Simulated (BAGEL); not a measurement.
# C2H6O (SMILES COC) at RI-MP2/cc-pVDZ (density fitting with cc-pvqz-jkfit)

Aim: the energy change on altering one bond length of C2H6O at RI-MP2/cc-pVDZ (density fitting with cc-pvqz-jkfit), from 2 runs. 

Program for the calculation: BAGEL 1.2.2.

### Step 1. The molecule

The species is C2H6O (9 atoms), meant as a singlet with charge 0. As SMILES, `COC`. The shape is that of a PBE0-D4/def2-TZVP optimisation.

Bond lengths: C1–O2 1.399 Å, O2–C3 1.399 Å, C1–H4 1.100 Å, C1–H5 1.090 Å, C1–H6 1.100 Å, C3–H7 1.100 Å, C3–H8 1.090 Å, C3–H9 1.100 Å. Some angles: C1–O2–C3 112.1°, O2–C1–H4 111.6°, O2–C1–H5 107.7°, O2–C1–H6 111.6°, O2–C3–H7 111.6°, O2–C3–H8 107.7°, O2–C3–H9 111.6°, H4–C1–H5 108.9°, H4–C1–H6 108.2°, H5–C1–H6 108.9°.

### Step 2. The energy at RI-MP2/cc-pVDZ (density fitting with cc-pvqz-jkfit)

mp2.json reads:

```json
{ "bagel" : [

{
  "title" : "molecule",
  "basis" : "cc-pvdz.json",
  "df_basis" : "cc-pvqz-jkfit",
  "angstrom" : true,
  "geometry" : [
    { "atom" : "C", "xyz" : [      -0.413190,       0.872670,      -0.645330 ] },
    { "atom" : "O", "xyz" : [       0.563380,      -0.127830,      -0.595980 ] },
    { "atom" : "C", "xyz" : [       0.479050,      -0.887610,       0.575660 ] },
    { "atom" : "H", "xyz" : [      -1.427650,       0.449000,      -0.618190 ] },
    { "atom" : "H", "xyz" : [      -0.283130,       1.417120,      -1.580990 ] },
    { "atom" : "H", "xyz" : [      -0.312930,       1.577090,       0.193180 ] },
    { "atom" : "H", "xyz" : [      -0.493490,      -1.394000,       0.659910 ] },
    { "atom" : "H", "xyz" : [       1.266920,      -1.640470,       0.540090 ] },
    { "atom" : "H", "xyz" : [       0.621040,      -0.265980,       1.471640 ] }
  ]
},

{ "title" : "hf" },

{ "title" : "mp2", "ncore" : 3 }

]}
```

The basis set cc-pVDZ is read from a file made from the Basis Set Exchange's data (not shown).

The run is started by

```sh
BAGEL_NUM_THREADS=1 BAGEL mp2.json > mp2.out
```

The log of the run:

```text
* using 1 threads per process

  ===============================================================
  ===============================================================

  *** Geometry ***

  { "atom" : "C", "xyz" : [     -0.780816,      1.649107,     -1.219497 ] },
  { "atom" : "O", "xyz" : [      1.064634,     -0.241564,     -1.126239 ] },
  { "atom" : "C", "xyz" : [      0.905273,     -1.677340,      1.087840 ] },
  { "atom" : "H", "xyz" : [     -2.697868,      0.848487,     -1.168210 ] },
  { "atom" : "H", "xyz" : [     -0.535038,      2.677969,     -2.987638 ] },
  { "atom" : "H", "xyz" : [     -0.591352,      2.980268,      0.365057 ] },
  { "atom" : "H", "xyz" : [     -0.932561,     -2.634278,      1.247049 ] },
  { "atom" : "H", "xyz" : [      2.394132,     -3.100039,      1.020622 ] },
  { "atom" : "H", "xyz" : [      1.173596,     -0.502629,      2.780997 ] },

  Number of auxiliary basis functions:      624

  Since a DF basis is specified, we compute 2- and 3-index integrals:
    o Being stored without compression. Storage requirement is 0.026 GB

  Number of basis functions:       72
  Number of electrons      :       26

    * METHOD: MOLECULE                             0.37

  *** RHF ***

  === Nuclear Repulsion ===
    84.3554966651

      * DIIS with orbital gradients will be used.

  === RHF iteration (cc-pvdz.json) ===
      0       -153.95269849          0.01471413           0.05
      1       -154.05020383          0.00802615           0.05
      2       -154.07442777          0.00171992           0.05
      3       -154.07609627          0.00048093           0.05
      4       -154.07618259          0.00007037           0.04
      5       -154.07618514          0.00001440           0.05
      6       -154.07618530          0.00000377           0.05
      7       -154.07618532          0.00000106           0.05
      8       -154.07618532          0.00000038           0.05
      9       -154.07618532          0.00000014           0.05
     10       -154.07618532          0.00000005           0.05
     11       -154.07618532          0.00000001           0.05
     12       -154.07618532          0.00000000           0.05
    * SCF iteration converged.

    * Permanent dipole moment:
           (    0.381813,    -0.086631,    -0.403895) a.u.

    * METHOD: HF                                   0.72

  *** RHF ***

  === Nuclear Repulsion ===
    84.3554966651

      * DIIS with orbital gradients will be used.

  === RHF iteration (cc-pvdz.json) ===
      0       -154.07618532          0.00000000           0.05
    * SCF iteration converged.

    * Permanent dipole moment:
           (    0.381813,    -0.086631,    -0.403895) a.u.

  === DF-MP2 calculation ===

    * freezing 3 orbitals
    * 3-index integral transformation done
    * assembly done

      MP2 correlation energy:   -0.4779941787      0.04

      MP2 total energy:       -154.5541794978

    * METHOD: MP2                                  0.14

  ===============================================================
```

It took 1.4 s on 1 thread of Arm Neoverse V1, shared host; peak memory 0.1 GiB.

### Step 3. The distorted shape at the same level

calc.json reads:

```json
{ "bagel": [

{
  "title": "molecule",
  "basis": "cc-pvdz.json",
  "df_basis": "cc-pvqz-jkfit",
  "angstrom": true,
  "geometry": [
    { "atom": "C", "xyz": [   -0.493400,    0.309118,   -1.316157 ] },
    { "atom": "O", "xyz": [    0.483170,   -0.691382,   -1.266807 ] },
    { "atom": "C", "xyz": [    0.398840,   -1.451162,   -0.095167 ] },
    { "atom": "H", "xyz": [   -1.507860,   -0.114552,   -1.289017 ] },
    { "atom": "H", "xyz": [   -0.363340,    0.853568,   -2.251817 ] },
    { "atom": "H", "xyz": [   -0.312930,    1.577090,    0.193180 ] },
    { "atom": "H", "xyz": [   -0.573700,   -1.957552,   -0.010917 ] },
    { "atom": "H", "xyz": [    1.186710,   -2.204022,   -0.130737 ] },
    { "atom": "H", "xyz": [    0.540830,   -0.829532,    0.800813 ] }
  ]
},
{
  "title": "hf"
},
{
  "title": "mp2",
  "ncore": 3
}

]}
```

The basis set cc-pVDZ is read from a file made from the Basis Set Exchange's data (not shown).

The run is started by

```sh
BAGEL_NUM_THREADS=1 BAGEL calc.json > calc.out
```

The log of the run:

```text
* using 1 threads per process

  ===============================================================
  ===============================================================

  *** Geometry ***

  { "atom" : "C", "xyz" : [     -0.932391,      0.584148,     -2.487176 ] },
  { "atom" : "O", "xyz" : [      0.913059,     -1.306523,     -2.393918 ] },
  { "atom" : "C", "xyz" : [      0.753698,     -2.742299,     -0.179840 ] },
  { "atom" : "H", "xyz" : [     -2.849442,     -0.216472,     -2.435889 ] },
  { "atom" : "H", "xyz" : [     -0.686613,      1.613010,     -4.255317 ] },
  { "atom" : "H", "xyz" : [     -0.591352,      2.980268,      0.365057 ] },
  { "atom" : "H", "xyz" : [     -1.084136,     -3.699237,     -0.020630 ] },
  { "atom" : "H", "xyz" : [      2.242557,     -4.164998,     -0.247057 ] },
  { "atom" : "H", "xyz" : [      1.022021,     -1.567588,      1.513317 ] },

  Number of auxiliary basis functions:      624

  Since a DF basis is specified, we compute 2- and 3-index integrals:
    o Being stored without compression. Storage requirement is 0.026 GB

  Number of basis functions:       72
  Number of electrons      :       26

    * METHOD: MOLECULE                             0.38

  *** RHF ***

  === Nuclear Repulsion ===
    82.0994498940

      * DIIS with orbital gradients will be used.

  === RHF iteration (cc-pvdz.json) ===
      0       -153.80937519          0.01449869           0.05
      1       -153.90228789          0.00940083           0.05
      2       -153.93826696          0.00179415           0.05
      3       -153.94049679          0.00052064           0.05
      4       -153.94066159          0.00017062           0.05
      5       -153.94068692          0.00005475           0.05
      6       -153.94069042          0.00002269           0.05
      7       -153.94069089          0.00000528           0.05
      8       -153.94069091          0.00000164           0.05
      9       -153.94069091          0.00000081           0.04
     10       -153.94069092          0.00000025           0.05
     11       -153.94069092          0.00000008           0.05
     12       -153.94069092          0.00000003           0.05
     13       -153.94069092          0.00000001           0.05
     14       -153.94069092          0.00000000           0.05
    * SCF iteration converged.

    * Permanent dipole moment:
           (    0.396871,     0.526829,     0.089784) a.u.

    * METHOD: HF                                   0.82

  *** RHF ***

  === Nuclear Repulsion ===
    82.0994498940

      * DIIS with orbital gradients will be used.

  === RHF iteration (cc-pvdz.json) ===
      0       -153.94069092          0.00000000           0.05
    * SCF iteration converged.

    * Permanent dipole moment:
           (    0.396871,     0.526829,     0.089784) a.u.

  === DF-MP2 calculation ===

    * freezing 3 orbitals
    * 3-index integral transformation done
    * assembly done

      MP2 correlation energy:   -0.4944040215      0.04

      MP2 total energy:       -154.4350949367

    * METHOD: MP2                                  0.15

  ===============================================================
```

It took 1.5 s on 1 thread of Arm Neoverse V1, shared host; peak memory 0.1 GiB.

### Step 4. What came out

At RI-MP2/cc-pVDZ (density fitting with cc-pvqz-jkfit), 3 core orbitals frozen:

```
                                                         quantity          value
                                        first shape: total energy  -154.55418 Eh
         first shape: correlation energy (3 core orbitals frozen)     -478.0 mEh
                                    distorted shape: total energy  -154.43509 Eh
     distorted shape: correlation energy (3 core orbitals frozen)     -494.4 mEh
energy change with the C1–H6 bond stretched from 1.100 to 1.980 Å       3.240 eV
```

**Reading.** One bond (distorted shape) is far stretched, which a spin-restricted single reference describes badly; perturbation theory on it can break down and give far too much correlation. With the C1–H6 bond stretched from 1.100 to 1.980 Å the energy rises by 3.24 eV (75 kcal/mol). The first shape isn't relaxed at this level, so the change isn't measured from a minimum. A restricted reference can't describe the breaking bond well at this length.
